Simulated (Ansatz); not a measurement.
Results of PBE0 (Ansatz, a quantum-chemistry and plane-wave program, PAW) for rhombohedral A7 As.

Run with plane-wave cutoff 460 eV, 10×10×10 k mesh, Fermi–Dirac smearing 0.05 eV, scalar-relativistic PAW data made under PBE.

Computed at the level's own relaxed cell.

Estimate the equilibrium lattice constant a and lattice parameter c that the calculation returns.


- equilibrium lattice constant a = 3.567 Å
- lattice parameter c = 16.946 Å

Measured, for comparison: lattice constant a 3.760 Å, lattice parameter c 10.441 Å (4 K, zero-point motion not removed; as tabulated in Schiferl, Barrett, J. Appl. Cryst. 2, 30 (1969), as in the American …). Computed (rounded) less measured: lattice constant a -5.1 %, lattice parameter c +62.3 %.

Note: the cell comes from a level without a dispersion term, which matters for the spacing of layers, chains or molecules.

The computed numbers hold no vibrational or temperature effects.
